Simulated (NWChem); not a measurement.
**Correlation energy of N (+1)**

```
N
```
Charge +1, spin multiplicity 3.

Everything below was run with NWChem.

Basis set: def2-TZVP. Each correlation energy counts from its own Hartree-Fock reference.

```json
[
 {"method": "UMP2", "correlation energy (mHa)": "-70.4"},
 {"method": "SCS-UMP2", "correlation energy (mHa)": "-73.6"},
 {"method": "CCSD on UHF", "correlation energy (mHa)": "-91.6"},
 {"method": "CCSD[T] on UHF", "correlation energy (mHa)": "-93.2"},
 {"method": "CCSD(T) on UHF", "correlation energy (mHa)": "-93.2"},
 {"method": "CCSD on ROHF", "correlation energy (mHa)": "-97.2"},
 {"method": "CCSD[T] on ROHF", "correlation energy (mHa)": "-98.9"},
 {"method": "CCSD(T) on ROHF", "correlation energy (mHa)": "-98.9"},
 {"method": "CCSDT on ROHF", "correlation energy (mHa)": "-99.2"}
]
```

The values span 28.8 mHa, from CCSDT on ROHF (lowest) to UMP2 (highest). 

The correlated methods keep 1 core orbital frozen. No SCF solution was tested for a lower state. Open-shell Hartree-Fock references start from PBE0 orbitals. Coupled-cluster values serve here as a point of comparison, not as the truth.
